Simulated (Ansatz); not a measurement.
**H₂OF (doublet): from Hartree-Fock to the top rungs at distance O1–H3 along a hydrogen transfer = 0.993 Å, cc-pVDZ**

How much of the correlation energy of H₂OF (doublet) does each wave-function method recover here?

Method: cc-pVDZ, core rule «outside noble gas», up to 2 orbitals frozen; program: Ansatz 0.2.0, Gaussian basis.

Plan: UHF; CCSD(T) on ROHF; CCSD(T) on UHF; BCCD(T) on ROHF; CISD; CCSDT(Q) on ROHF; CCSDT(Q) on UHF; CASSCF and MRCISD+Q, 3 electrons in 3 orbitals; CASSCF and NEVPT2, 3 electrons in 3 orbitals; CASSCF and MRCISD+Q, 15 electrons in 10 orbitals; CASSCF and NEVPT2, 15 electrons in 10 orbitals.

3 further runs of the same task are left out: 2 that didn't finish, 1 set aside as unsound or not needed.

### 1 What is computed

The geometry derives from fragments relaxed apart (PBE0/def2-TZVP) and kept rigid, so it is no stationary point. A hydrogen atom is moved between rigid fragments.

4 atoms, charge 0, spin multiplicity 2.

Atoms are counted from 1 here; the program's logs count them from 0.

Bond lengths: O1–H2 0.960 Å, O1–H3 0.993 Å, H3–F4 1.099 Å. Angles: H2–O1–H3 105.1°, O1–H3–F4 180.0°.

Geometry (Å):

| atom | x (Å) | y (Å) | z (Å) |
| --- | --- | --- | --- |
| O1 | -1.0940 | -0.0252 | 0.0000 |
| H2 | -1.3433 | 0.9013 | 0.0000 |
| H3 | -0.1010 | -0.0252 | 0.0000 |
| F4 | 0.9980 | -0.0252 | 0.0000 |

### 2 UHF

Contents of in.yaml:

```yaml
crystal:
  periodic: [false, false, false]
  atoms:
    - {symbol: O, position_ang: [-1.094035, -0.025232, 0.000000]}
    - {symbol: H, position_ang: [-1.343344, 0.901344, 0.000000]}
    - {symbol: H, position_ang: [-0.101035, -0.025232, 0.000000]}
    - {symbol: F, position_ang: [0.997965, -0.025232, 0.000000]}
basis:
  gaussian: {orbitals: cc-pVDZ}
magnetization: {spin_polarized: true, initial_magnetization: 1}
hamiltonian: {xc: hf}
output: {orbitals: {seedname: orbitals}}
```

Command:

```sh
$ ansatz run in.yaml --threads 1 --pin off --events-out ev --progress --plain --max-ram 2393MiB
```

After this run come: CCSD(T) on ROHF; CCSD(T) on UHF; BCCD(T) on ROHF; CISD; CCSDT(Q) on ROHF; CCSDT(Q) on UHF; CASSCF and MRCISD+Q, 3 electrons in 3 orbitals; CASSCF and NEVPT2, 3 electrons in 3 orbitals; CASSCF and MRCISD+Q, 15 electrons in 10 orbitals; CASSCF and NEVPT2, 15 electrons in 10 orbitals.

Before running them: what should the planned runs give, taken together? Wanted: UCCSDT(Q) below the RHF energy; RMP2 from UCCSDT(Q); UMP2 from UCCSDT(Q); RCCSD from UCCSDT(Q); RCCSD(T) from UCCSDT(Q); UCCSD(T) from UCCSDT(Q); RCCSDT(Q) from UCCSDT(Q); NEVPT2 pair from UCCSDT(Q); MRCISD+Q pair from UCCSDT(Q).

The runs gave:

| quantity | value |
| --- | --- |
| UCCSDT(Q) below the RHF energy | -11.0724 eV |
| RMP2 from UCCSDT(Q) | +71.6 kJ/mol |
| UMP2 from UCCSDT(Q) | +72.0 kJ/mol |
| RCCSD from UCCSDT(Q) | +21.6 kJ/mol |
| RCCSD(T) from UCCSDT(Q) | +3.9 kJ/mol |
| UCCSD(T) from UCCSDT(Q) | +3.5 kJ/mol |
| RCCSDT(Q) from UCCSDT(Q) | 0.0 kJ/mol |
| NEVPT2 pair from UCCSDT(Q) | +60.2 kJ/mol |
| MRCISD+Q pair from UCCSDT(Q) | +15.5 kJ/mol |
| NEVPT2 valence from UCCSDT(Q) | +171.9 kJ/mol |
| levels within 1 kcal/mol (43 meV) | RCCSD(T), UCCSD(T), BCCD(T), RCCSDT, UCCSDT, RCCSDT(Q) |
| T1 diagnostic | 0.042 |
| effectively unpaired electrons | 1.01 |

In words: RCCSD(T) misses by +3.9 kJ/mol, 0.4 % of the correlation energy. The occupations are near whole numbers, but T1 = 0.042 shows that the orbitals relax strongly. Of the multireference levels listed MRCISD+Q pair comes nearest in total energy (+15.5 kJ/mol), which doesn't show that its space is the better one. Coupled cluster took another determinant than the lowest Hartree-Fock one. These misses are within one basis, not against nature; the frozen cores of restricted and unrestricted runs differ, which can shift their rows.
